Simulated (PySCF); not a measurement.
PySCF input:

```python
from pyscf import gto, scf, dft

mol = gto.M(
    atom='''
    O     0.02204159    1.10436371   -0.00118827
    H    -0.92327012    1.31460394    0.01604549
    Cl    0.04393750   -0.59703021   -0.00038467
    ''',
    basis='def2-tzvpd',
    charge=0,
    spin=2,
    verbose=4,
)

mf = dft.UKS(mol, xc='m062x').density_fit(auxbasis='def2-universal-jkfit')
mf.grids.level = 4
mf.conv_tol = 1e-9
mf.max_cycle = 100
mf.max_memory = 1500
mf.kernel()
if not mf.converged:
    mf = mf.newton()
    mf.kernel(mf.make_rdm1())
for _ in range(2):
    mo, _, stable, _ = mf.stability(return_status=True)
    if stable:
        break
    mf.kernel(mf.make_rdm1(mo, mf.mo_occ))
mf.analyze()
```

Predict the final energy.

-535.83749 Eh (M06-2X/def2-TZVPD).

This state (charge 0, triplet) is run at the relaxed geometry of the species with charge 0 and multiplicity 1, and is a spin state other than that species' own.
